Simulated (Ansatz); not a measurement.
I need an active-space calculation of AlFH₂, SMILES [F][AlH2]. Use Ansatz 0.2.0, Python API. Level of theory (for the species named): Hartree-Fock, 6-31G* basis, multiplicity 1.

```xyz
4

F    -0.3675   -0.0451    1.7100
Al    0.0103   -0.0136   -0.0515
H    -0.3841   -1.2739   -0.9689
H     0.7968    1.2723   -0.7100
```

`alfh2_cas.py`:
```python
"""Static correlation in AlFH2: natural occupations of an active space."""

import ansatz as az


def main() -> None:
    geometry_ang = [
        ("F", (-0.3675, -0.0451, 1.71)),
        ("Al", (0.0103, -0.0136, -0.0515)),
        ("H", (-0.3841, -1.2739, -0.9689)),
        ("H", (0.7968, 1.2723, -0.71)),
    ]
    molecule = az.Crystal.molecule()
    for symbol, xyz in geometry_ang:
        molecule = molecule.atom(symbol, xyz)

    model = (
        molecule.calculation()
        .basis(gaussian="6-31G*")  # the orbital basis, by name
        .correlation(active_electrons=2, active_orbitals=3)
    )
    for method in [None, "sc_nevpt2"]:
        rep = (model if method is None else model.correlation(method)).run(threads=1).report
        space = rep["configurations"]
        state = space["states"][0]
        print(method or "casscf", f"total {rep['free_energy_ev'] / 27.211386246:.6f} Ha, active-space state {state['energy']['hartree']:.6f} Ha, mean field {rep['reference_energy_ev'] / 27.211386246:.6f} Ha")
        print("  determinants", state["n_determinants"], " natural occupations", [round(n, 3) for n in space["natural_occupations"]])


if __name__ == "__main__":
    main()
```

```console
$ python alfh2_cas.py
casscf total -342.566880 Ha, active-space state -342.566880 Ha, mean field -342.548382 Ha
  determinants 9  natural occupations [1.971, 0.024, 0.005]
sc_nevpt2 total -342.781788 Ha, active-space state -342.566879 Ha, mean field -342.548382 Ha
  determinants 9  natural occupations [1.971, 0.024, 0.005]
```

Reading the output:
- Total energies depend on the basis set; only differences at equal settings carry meaning.
- The geometry is a force-field or estimated start, not a minimum of this method, and the basis set is short of its limit. The active space starts as a window about the frontier orbitals and is then optimised, not chosen by chemistry.
- Hardware and time: 1.4 s on 1 thread of Arm Neoverse V1, with other jobs on the host, peak memory 0.14 GiB.
